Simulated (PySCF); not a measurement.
Coordinates in bohr (charge 0 multiplicity 1):
```
Mg    0.0000    0.0000    0.0000
H     3.2405    0.0000    0.0000
H    -3.2405    0.0000    0.0000
```

Method: PBE/[Mg def2-TZVP, H def2-TZVP], no relativity, density fitting, PySCF.

This geometry of MgH2 is a stationary point at this level.

**Question.** What is the point group?

**Answer.** D∞h.

**Question.** Is it a minimum?

**Answer.** Yes: all harmonic wavenumbers are real.

**Question.** List the harmonic modes with their infrared intensities.

**Answer.** 
| symmetry | ω (cm⁻¹) | IR (km/mol, summed over degenerate members) |
| --- | --- | --- |
| πu | 441 | 800 |
| σg+ | 1563 | 0.0 |
| σu+ | 1596 | 395 |

**Question.** What are the dipole moment and the gap between the highest occupied and lowest empty levels?

**Answer.** 0.00 D and 4.87 eV.

**Question.** What is the atomisation energy, with and without zero-point energy?

**Answer.** 418 kJ/mol without, 394 kJ/mol with.

In D∞h the vibrations span πu + σg+ + σu+. The σg+ mode carries no infrared intensity, as symmetry demands. With a centre of inversion only u modes can be infrared active and only g modes Raman active.
